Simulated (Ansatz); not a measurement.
Input file:

```yaml
crystal:
  periodic: [false, false, false]
  atoms:
    - {symbol: Ge, position_ang: [0.000000, 0.000000, 0.036149]}
    - {symbol: N, position_ang: [0.000000, 0.000000, -1.592021]}
    - {symbol: H, position_ang: [0.000000, 0.000000, 1.555872]}
basis:
  gaussian: {orbitals: cc-pVTZ}
magnetization: {spin_polarized: false}
correlation: {method: bccd_t, electrons: outside_noble_gas}
```

```sh
$ ansatz run in.yaml --threads 1 --pin off --events-out ev --progress --plain --max-ram 2393MiB
```

Output:

```
541 factors; integrals over basis functions are off by at most 1.5e-3 eV
mean field evaluation 1: about -57960.7759 eV, gradient 5.2e1 eV
mean field evaluation 2: about -57960.8305 eV, gradient 5.3e1 eV
mean field evaluation 4: about -57967.9699 eV, gradient 5.0e0 eV
mean field evaluation 8: about -57968.0953 eV, gradient 5.7e-1 eV
mean field evaluation 16: about -57968.1006 eV, gradient 1.6e-6 eV
mean field evaluation 32: about -57958.1683 eV, gradient 1.5e1 eV
mean field evaluation 64: about -57960.1907 eV, gradient 1.5e-2 eV
mean field evaluation 96: about -57953.0364 eV, gradient 5.2e1 eV
mean field -57968.10057130 eV, -2130.2884038053 hartree, gradient 1.6e-6 eV, S^2 0.000000; 0 other end points of the search recorded, 0 dependent functions left out; unrestricted orbitals would lower it
15 core orbitals not correlated: weight in the atoms' cores, before any rotation towards them, 0.994 or more for the frozen orbitals, at most 0.004 for the correlated occupied ones
reference -57968.10057130 eV, -2130.2884038053 hartree; 5, 5 occupied and 67, 67 virtual orbitals, 541 factors
second order -9.75585929 eV of doubles, -0.00000000 eV of singles
cycle   1  -8.33539305 eV  change     1.4e0 eV  update   2.0e-1
cycle   2  -9.02949578 eV  change   -6.9e-1 eV  update   1.3e-1
cycle   3  -9.21158232 eV  change   -1.8e-1 eV  update   4.6e-2
cycle   4  -9.24863782 eV  change   -3.7e-2 eV  update   1.7e-2
cycle   5  -9.25166019 eV  change   -3.0e-3 eV  update   5.7e-3
cycle   6  -9.25983883 eV  change   -8.2e-3 eV  update   2.3e-3
cycle   7  -9.26079392 eV  change   -9.6e-4 eV  update   6.0e-4
cycle   8  -9.26080054 eV  change   -6.6e-6 eV  update   2.4e-4
cycle   9  -9.26112153 eV  change   -3.2e-4 eV  update   8.8e-5
cycle  10  -9.26118087 eV  change   -5.9e-5 eV  update   3.6e-5
cycle  11  -9.26113030 eV  change    5.1e-5 eV  update   1.8e-5
cycle  12  -9.26114223 eV  change   -1.2e-5 eV  update   8.1e-6
perturbative correction -0.77950206 eV, -0.0286461723 hartree
Total energy: -57978.14121559 eV, -2130.6573906773 hartree
```

Ran on 1 thread of Arm Neoverse V1, shared host: 3.1 s wall, 0.2 GiB peak host memory.
